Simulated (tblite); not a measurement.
C₆H₃ (doublet state).
Numbering: `[CH:1]#[C:2]/[C:3]=[CH:4]\[C:5]#[CH:6]` (hydrogens: H7 on C1; H8 on C4; H9 on C6)
Bond orders are those of one Lewis drawing.

Computed with GFN2-xTB (tblite), gas phase: L-BFGS steps from a force-field or distance-geometry start until the largest atomic force falls under 0.01 eV/Å.

Step 11: E = -384.0858 eV
```
atom  x, y, z in Å  |  force x, y, z in eV/Å
C1      2.1123   -0.9807    2.0474    0.033   0.005  -0.134
C2      1.5122   -0.6627    1.0347   -0.451   0.173   0.034
C3      0.7464   -0.2822    0.0073   -0.405   0.131   0.109
C4     -0.4655    0.1940   -0.2173    0.108  -0.005  -0.286
C5     -1.0841    0.5314   -1.4435    0.021  -0.034   0.216
C6     -1.7902    0.8704   -2.3575    0.068  -0.016  -0.042
H7      2.4803   -1.1996    2.9974    0.316  -0.135   0.118
H8     -1.1442    0.3815    0.6307    0.188  -0.067  -0.079
H9     -2.3537    1.1540   -3.1999    0.122  -0.053   0.064
```

Step 12: E = -384.1079 eV
```
atom  x, y, z in Å  |  force x, y, z in eV/Å
C1      2.1384   -0.9903    2.0418   -0.090   0.066  -0.296
C2      1.4779   -0.6530    1.0728   -0.260   0.103  -0.034
C3      0.7386   -0.2826    0.0248   -0.595   0.214   0.181
C4     -0.4693    0.1988   -0.2157    0.074  -0.025  -0.394
C5     -1.0767    0.5285   -1.4515    0.037  -0.025   0.243
C6     -1.7846    0.8691   -2.3638    0.041  -0.004  -0.071
H7      2.5138   -1.2107    2.9834    0.369  -0.170   0.311
H8     -1.1717    0.3923    0.6119    0.263  -0.086  -0.036
H9     -2.3529    1.1539   -3.2044    0.162  -0.073   0.096
```

Step 13: E = -384.1335 eV
```
atom  x, y, z in Å  |  force x, y, z in eV/Å
C1      2.1738   -1.0030    2.0299   -0.410   0.210  -0.552
C2      1.4268   -0.6384    1.1274    0.218  -0.101   0.153
C3      0.7192   -0.2805    0.0570   -0.621   0.239   0.263
C4     -0.4772    0.2064   -0.2198    0.012  -0.057  -0.317
C5     -1.0676    0.5251   -1.4617    0.056  -0.006   0.175
C6     -1.7750    0.8670   -2.3729   -0.006   0.016  -0.113
H7      2.5661   -1.2282    2.9645    0.335  -0.156   0.302
H8     -1.2045    0.4056    0.5831    0.272  -0.082   0.053
H9     -2.3481    1.1520   -3.2082    0.144  -0.063   0.036
```

Q: Estimate the geometry and energy of step 14. (The exact step hangs on the optimiser's Hessian estimate; all steps are aligned on step 13, rigid shifts and turns removed.)

A: E = -384.1507 eV, largest force 0.487 eV/Å
```
atom  x, y, z in Å  |  force x, y, z in eV/Å
C1      2.1842   -1.0059    2.0196   -0.186   0.085  -0.086
C2      1.4005   -0.6308    1.1555    0.170  -0.066  -0.058
C3      0.7014   -0.2767    0.0809   -0.414   0.172   0.190
C4     -0.4826    0.2102   -0.2280    0.014  -0.086  -0.074
C5     -1.0658    0.5245   -1.4641    0.065   0.007   0.014
C6     -1.7686    0.8654   -2.3774   -0.038   0.028  -0.133
H7      2.5949   -1.2380    2.9524    0.223  -0.093   0.066
H8     -1.2091    0.4082    0.5684    0.105  -0.026   0.174
H9     -2.3415    1.1492   -3.2080    0.061  -0.021  -0.093
```

The energy changes by -0.0172 eV. The first-order estimate −F·Δx gives -0.0257 eV and the mean of the old and new forces, exact on a quadratic surface, -0.0174 eV. The step makes an angle of 72° with the force vector and moves no atom by more than 0.039 Å.

What follows is the cost of the whole relaxation. Time: 0.23 s. Hardware: one thread of an Arm Neoverse V1, shared host with 64 logical CPUs at a one-minute load of 28.
